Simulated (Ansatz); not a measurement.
## How far each method lies from full CI for GaAs⁺, doublet

Geometry: a point of a stretch scan, not a stationary point.

```xyz
2

Ga    0.0000    0.0000    0.0000
As    0.0000    0.0000    2.3330
```

Basis cc-pVDZ; Ansatz 0.2.0. Only valence electrons are correlated (noble-gas cores and the filled d shells of p-block atoms frozen), which leaves 7 electrons in 26 orbitals. Prefix R: restricted or restricted open-shell reference. Active spaces: pair = (3e, 3o) about the gap; valence = (7e, 8o) chosen from the atoms' valence shells. No spin–orbit coupling is included, and no scalar relativity.

Full CI is exact within this basis and frozen core; it isn't the basis-set limit.

```
UHF ⟨S²⟩                          : 1.808
T1 diagnostic (RCCSD)             : 0.0422
largest doubles amplitude (RCCSD) : 0.300
```

Q: From what is known of these methods and the diagnostics, rank them by the size of their error in total energy against full CI in cc-pVDZ, smallest first (an estimate: the text doesn't fix the numbers).
A. NEVPT2 (valence space)
B. MRCISD+Q (pair space)
C. MRCISD (pair space)
D. CASSCF (pair space)
E. CASSCF (valence space)

A: B (16 meV), C (274 meV), A (534 meV), E (2023 meV), D (3241 meV).

All errors are against full CI in cc-pVDZ. Below it: MRCISD+Q (pair space). Within each family the higher level lies nearer, as is usual though not guaranteed.

The full-CI state has the irrep A2 of C2v, in the program's axes (one component, if the state is degenerate).

Its occupations show that no single determinant describes this state well.

Natural occupations of full CI about the gap: 1.957 1.913 0.989 0.986 0.986 0.038 0.029 0.029 0.011 0.010; effectively unpaired electrons, Σ n²(2−n)², 3.05.
